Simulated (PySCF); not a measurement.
Consider methylethyl, `C[CH]C` (C3H7•, doublet). Coordinates in Å; atoms count from 1 in this order:
```
C     1.2783    0.2329    0.0754
C     0.0506   -0.5398   -0.2400
C    -1.2972    0.0189    0.0346
H     2.1877   -0.3813   -0.0025
H     1.2405    0.6592    1.0937
H     1.4135    1.0958   -0.6101
H     0.1339   -1.4223   -0.8827
H    -2.0881   -0.7406   -0.0551
H    -1.5576    0.8381   -0.6683
H    -1.3579    0.4578    1.0463
```

Energies: ωB97X-D3(BJ)/ma-def2-TZVP (PySCF, density fitting, integration grid level 2) on PBE0-D3(BJ)/ma-def2-SVP structures. Thermal corrections: PBE0-D3(BJ)/ma-def2-SVP frequencies, unscaled, ideal gas at 298.15 K and 1 bar, quasi-RRHO entropy.

(1) What are the vertical and the adiabatic ionisation energy for forming the singlet cation?

(2) What oxidation potential follows in acetonitrile (IEF-PCM), given that Fc+/Fc comes at 4.54 V absolute with this functional and basis?

Answers

(1) 7.70 eV vertical and 7.38 eV adiabatic, the latter with zero-point energy.

(2) In the gas phase ΔG of oxidation is 7.434 eV, and solvation is -3.6 kJ/mol for the parent and -261.6 kJ/mol for the product, so the absolute potential is 4.76 V, or 0.22 V against Fc+/Fc. Fc+/Fc in acetonitrile, 4.54 V, is ωB97X-D3(BJ)/ma-def2-TZVP on PBE0-D3(BJ)/def2-SVP structures with GFN2-xTB thermal terms. Benchmark calculations put it near 5.0 V in acetonitrile and DMSO, so it is about 0.5 V low, and the value against it can read up to that much too high. The solvent is electrostatics only, on gas-phase structures; the absolute scale refers to an electron at rest in vacuum.
